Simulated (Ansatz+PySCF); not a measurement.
Values are calculated unless marked as measured or tabulated.
Input for PySCF 2.14.0:

```python
from pyscf import gto, scf, cc

mol = gto.M(atom="""
P 0.000000 0.000000 0.000000
O 0.000000 0.000000 1.560000
""", basis='sto-3g', charge=0, spin=1)
mf = scf.UHF(mol)
mf.kernel()
mycc = cc.CCSD(mf, frozen=6).run()
et = mycc.ccsd_t()
print(mf.e_tot, mycc.e_corr, et, mycc.e_tot + et)
```

The script is written out from the run's settings.

Results

```json
{
 "Converged": "yes",
 "Reference energy": "-410.67045 hartree",
 "CCSD correlation energy": "-0.13386 hartree",
 "Triples correction": "-0.00848 hartree",
 "Total energy": "-410.81279 hartree",
 "Spin squared of the determinant": "0.754"
}
```

This is not the lowest solution: another run reaches a determinant 1.19 eV lower.
